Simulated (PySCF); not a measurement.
**NaH at TPSSh**

Computed with TPSSh; basis Na def2-SVP, H def2-SVP; no relativity; PySCF 2.14.

```json
{
  "state": "¹Σ⁺ (singlet), closed shell",
  "bond length": "1.900 Å",
  "harmonic wavenumber": "1144 cm⁻¹",
  "force constant": "0.744 mdyn/Å",
  "rotational constant Be": "4.835 cm⁻¹",
  "anharmonicity ωexe": "15.5 cm⁻¹",
  "vibration–rotation constant αe": "0.123 cm⁻¹",
  "well depth De to Na + H": "46.9 kcal/mol",
  "dissociation energy D0": "45.3 kcal/mol",
  "HOMO–LUMO gap": "3.15 eV",
  "bond order (Mayer)": "0.91",
  "dipole moment (positive dipole means Na(−)H(+))": "-6.35 D"
}
```
